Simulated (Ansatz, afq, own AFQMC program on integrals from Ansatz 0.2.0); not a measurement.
Two steps: Ansatz 0.2.0 writes the Fock matrix and Cholesky factors of the valence space, and afq projects on them the lowest state that overlaps trial and start.

```yaml
crystal:
  periodic: [false, false, false]
  atoms:
    - {symbol: Ge, position_ang: [0.000000, 0.000000, 0.399379]}
    - {symbol: C, position_ang: [0.000000, 0.000000, -1.981621]}
    - {symbol: H, position_ang: [0.000000, 0.908852, -2.584592]}
    - {symbol: H, position_ang: [0.000000, -0.908852, -2.584592]}
basis:
  gaussian: {orbitals: cc-pVDZ}
magnetization: {spin_polarized: true, initial_magnetization: 2}
correlation: {method: ccsd_t, electrons: outside_noble_gas, hamiltonian_folder: ham}
```

```sh
$ ansatz run in.yaml --threads 1 --pin off --events-out ev --progress --plain --max-ram 1382MiB
```

afq runs on the folder ham with

```
--method free --trial cisd --walkers 60 --time-step 0.03 --max-blocks 80 --target-error 0.00038 --factor-cut 1e-05 --seed 7434 --times 0,0.21,0.42,0.81,1.2,1.8,2.4,3 --taylor-order 8
```

Times are imaginary, in 1/Eh. The walk had a cap of 1086 s. Filled inner d shells are frozen with the cores.

afq prints:

```
orbitals 36  electrons 6 4  factors 272 of 548
reference energy -2114.25435830 Eh
CCSD correlation -0.20933817 Eh in 15 cycles, weight of the determinant in the CISD state 0.8555
repeat  energy at the last time / Eh  error
    10  -2114.473379  0.000657
    20  -2114.472109  0.000559
    30  -2114.472095  0.000513
    40  -2114.471749  0.000512
    50  -2114.471775  0.000475
    60  -2114.471985  0.000450
    70  -2114.472303  0.000467
    80  -2114.472444  0.000436
time / (1/Eh)  energy / Eh  error  mean overlap
  0.00  -2114.463824  0.000179  1.1690
  0.21  -2114.467226  0.000202  1.1679
  0.42  -2114.468925  0.000239  1.1705
  0.81  -2114.470637  0.000271  1.1619
  1.20  -2114.470912  0.000288  1.1776
  1.80  -2114.472167  0.000351  1.1496
  2.40  -2114.472108  0.000435  1.1546
  3.00  -2114.472444  0.000436  1.1441
energy -2114.472444 +/- 0.000436 Eh
```

The run passed its tests (error under three times the target), which doesn't prove that it has relaxed.

Against this walk (error 11.9 meV) on the same determinant: CCSD(T) 53.0 meV higher, CCSDT(Q) 6.9 meV lower (within the noise). The error is statistical, and a free projection of finite length keeps a remainder of its start.

Cautions: remainder of the start not in the error; error above the target (11.9 against 10.3 meV); no relativity below Rb; no spin-orbit coupling; inner d shell frozen; lower spins were not checked; unrestricted determinant slightly spin contaminated (⟨S²⟩ 2.06 against 2.00).

The walk took 3.5 min on 1 thread of Arm Neoverse V1 (shared host). The log's last line is the free-projection energy.

CCSDT and higher add their correlation energy to the determinant of the CCSD(T) run, since their own runs factorise the integrals more tightly (a shift of under 2 meV). A walk keeps the symmetry of its determinant, which the program's search chose and which needn't be the lowest solution, so a lower state of the same spin and another symmetry isn't excluded.
